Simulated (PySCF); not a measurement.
# C5H10O: the cost of one run

Programs: PySCF 2.14.0, with density-fitted response routines of our own. Each step states its level of theory. These are calculated values for one molecule in the gas phase, unless marked as measured. Atoms count from 0, in the outputs and in this text.

## (1) The starting structure

16 atoms, charge 0, multiplicity 1; geometry from: MMFF94s. The atoms were then displaced at random by about 0.03 Å, so the start is not that level's minimum.

Bonds of the start (Å): C0–C1 1.59, C1–C2 1.54, C1–C3 1.65, C1–C4 1.54, C4–O5 1.23, C0–H6 1.07, C0–H7 1.10, C0–H8 1.07, C2–H9 1.11, C2–H10 1.15, C2–H11 1.02, C3–H12 1.02, C3–H13 1.09, C3–H14 1.08, C4–H15 1.08.

## (2) Geometry optimisation at PBE0-D3(BJ)/def2-SVP

The job: settings as JSON, then the geometry in Å.

```
{"job": {"xc": "PBE0", "basis": "def2-SVP", "d3": "d3bj", "grid": 1, "shake": 0.03, "kind": "geom"}, "charge": 0, "multiplicity": 1}
C     -0.142370    -1.555510    -0.151260
C     -0.036190     0.025570    -0.078940
C     -0.869790     0.588000     1.090500
C      1.566500     0.385020     0.070570
C     -0.595100     0.638240    -1.375450
O      0.046300     1.351030    -2.144700
H      0.356830    -1.895350    -1.029350
H     -1.214250    -1.729910    -0.292540
H      0.169630    -1.963840     0.791830
H     -0.723930     1.678200     1.206930
H     -0.480040     0.163670     2.089090
H     -1.860300     0.369650     1.047290
H      1.964760     0.034610    -0.797190
H      1.573810     1.470170     0.152660
H      1.869010    -0.095970     0.994330
H     -1.659220     0.502500    -1.507340
```

Started as:

```bash
$ OMP_NUM_THREADS=1 python probes_run.py task.json out
```

This one command runs all jobs of the session in turn.

Q: Estimate the wall time and peak memory of this first job on 1 thread of Arm Neoverse V2, shared host.

About 81 s, with a peak of 0.59 GiB.
